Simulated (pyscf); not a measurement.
PySCF, gas phase, ωB97X-D3(BJ)/def2-SVP geometries.

For the elementary gas-phase step `[Be][CH3]` [doublet] + `[CH3][CH3]` → `[CH3][Be][CH3]` + `[CH3]` [doublet] (doublet surface; C–C broken, Be–C formed), what barrier and reaction energy does ωB97M-D3(BJ)/def2-TZVP give, measured from the separated reactants?

ΔE‡ = 168.9 kJ/mol, ΔE = -6.5 kJ/mol. Zero-point energy shifts the barrier by -9.3 kJ/mol. It is a substitution at C, with an imaginary mode of 1202i cm⁻¹. One saddle was located; it need not be the lowest between these sides. The angle at the attacked C is 152°.
